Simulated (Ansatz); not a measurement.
Mulliken charges of `ClC1=CC=C1` from r2SCAN/def2-TZVPP in Ansatz (PBE0-D4/def2-TZVP geometry).

| atom | x (Å) | y (Å) | z (Å) | charge (e) |
| --- | --- | --- | --- | --- |
| Cl1 | -1.473 | -0.605 | 2.061 | -0.056 |
| C2 | -0.480 | -0.166 | 0.768 | 0.060 |
| C3 | 0.489 | 0.720 | 0.571 | -0.175 |
| C4 | 0.597 | 0.195 | -0.900 | -0.058 |
| C5 | -0.371 | -0.690 | -0.702 | -0.191 |
| H6 | 0.985 | 1.473 | 1.163 | 0.139 |
| H7 | 1.224 | 0.463 | -1.738 | 0.137 |
| H8 | -0.878 | -1.447 | -1.279 | 0.144 |

Q: By hand: the dipole of these point charges (1 e Å = 4.8032 D).

A: Σ q r = (0.183, 0.078, -0.244) e Å, of length 0.315 e Å = 1.51 D.

Q: How does the dipole of the full density compare? (Best estimate.)

A: The calculation gave: (0.137, 0.056, -0.190) e Å, 1.16 D; the point charges give 1.30 times that, at 1° from its direction.

Point charges leave out the atoms' own dipoles, such as those of lone pairs, and Mulliken's split depends on the basis, so the two needn't agree.
